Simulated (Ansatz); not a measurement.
A run of Ansatz (development build ahead of 0.2.0) on singlet SO3 at this shape:

```xyz
4

S    -0.0395    0.0730   -0.0223
O     1.3916    0.0100    0.0423
O    -0.7224    1.2548   -0.0399
O    -0.6903   -1.2856    0.0334
```

Its results:

```json
{
 "Converged": "yes",
 "Reference energy": "-621.65474 hartree",
 "Correlation energy": "-0.70356 hartree",
 "Total energy": "-622.35830 hartree",
 "Spin squared of the determinant": "0.000"
}
```

Which input gives this output? Name the method, the orbitals and the basis set, and write the input.

RHF-MP2 in def2-SVP. An unrestricted run that stays on the closed shell gives the same numbers.

```yaml
crystal:
  periodic: [false, false, false]
  atoms:
    - { symbol: S, position_ang: [-0.03953, 0.07299, -0.02226] }
    - { symbol: O, position_ang: [1.39161, 0.01001, 0.04232] }
    - { symbol: O, position_ang: [-0.72243, 1.2548, -0.03989] }
    - { symbol: O, position_ang: [-0.69026, -1.28559, 0.03339] }
basis:
  gaussian: { orbitals: def2-SVP }
hamiltonian:
  xc: hf
correlation:
  method: mp2
  frozen_orbitals: { O: 1, S: 5 }
```
